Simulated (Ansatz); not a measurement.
**HB–PH2, doublet in cc-pVDZ: errors against UCCSDT(Q)**

Geometry: displaced at random from a stationary point.

| atom | x (Å) | y (Å) | z (Å) |
| --- | --- | --- | --- |
| B | 0.2185 | 0.1587 | 1.3181 |
| P | -0.1263 | -0.0264 | -0.4683 |
| H | 0.0642 | -0.5774 | 2.2686 |
| H | 0.7989 | -1.2294 | -0.8775 |
| H | 0.6758 | 0.9141 | -1.1392 |

Basis cc-pVDZ; Ansatz 0.2.0. Correlated methods freeze the noble-gas cores, which leaves 11 electrons in 41 orbitals. R marks a restricted (for open shells ROHF) determinant, U an unrestricted one.

Full CI isn't at hand for all of this; UCCSDT(Q) serves as the reference, and is uncertain by about the last step of the cluster series. The frozen core follows each run's orbitals, which can shift R against U totals by a few meV.

For open shells CISD is restricted-active-space CI with the open shells as a complete middle space.

- UHF ⟨S²⟩: 0.759
- T1 diagnostic (RCCSD): 0.0262
- largest doubles amplitude (RCCSD): 0.045
- T1 diagnostic (UCCSD): 0.0222

```json
{"level": "RHF", "E − E(UCCSDT(Q)) (kJ/mol)": "623.0", "share of correlation (%)": "0.00", "wall time": "–"}
{"level": "UHF", "E − E(UCCSDT(Q)) (kJ/mol)": "617.1", "share of correlation (%)": "0.94", "wall time": "–"}
{"level": "RMP2", "E − E(UCCSDT(Q)) (kJ/mol)": "125.1", "share of correlation (%)": "79.91", "wall time": "–"}
{"level": "UMP2", "E − E(UCCSDT(Q)) (kJ/mol)": "124.6", "share of correlation (%)": "80.00", "wall time": "–"}
{"level": "CISD", "E − E(UCCSDT(Q)) (kJ/mol)": "72.2", "share of correlation (%)": "88.41", "wall time": "7.5 s"}
{"level": "RCCSD", "E − E(UCCSDT(Q)) (kJ/mol)": "23.4", "share of correlation (%)": "96.24", "wall time": "–"}
{"level": "UCCSD", "E − E(UCCSDT(Q)) (kJ/mol)": "23.3", "share of correlation (%)": "96.26", "wall time": "–"}
{"level": "RCCSD(T)", "E − E(UCCSDT(Q)) (kJ/mol)": "4.5", "share of correlation (%)": "99.28", "wall time": "14 s"}
{"level": "UCCSD(T)", "E − E(UCCSDT(Q)) (kJ/mol)": "4.5", "share of correlation (%)": "99.28", "wall time": "7 s"}
{"level": "BCCD(T)", "E − E(UCCSDT(Q)) (kJ/mol)": "4.4", "share of correlation (%)": "99.30", "wall time": "8 s"}
{"level": "RCCSDT", "E − E(UCCSDT(Q)) (kJ/mol)": "1.1", "share of correlation (%)": "99.82", "wall time": "–"}
{"level": "UCCSDT", "E − E(UCCSDT(Q)) (kJ/mol)": "1.1", "share of correlation (%)": "99.82", "wall time": "–"}
{"level": "RCCSDT(Q)", "E − E(UCCSDT(Q)) (kJ/mol)": "0.1", "share of correlation (%)": "99.98", "wall time": "2.2 min"}
```

The correlation energy at UCCSDT(Q), counted from RHF, is -6.457 eV. That run took 2 min on 1 thread of Intel Xeon, shared host.

Times hold each run's SCF and search for its determinant on a shared host, so for small cases they say little of a method's own cost; they ran on 1 thread of Intel Xeon.
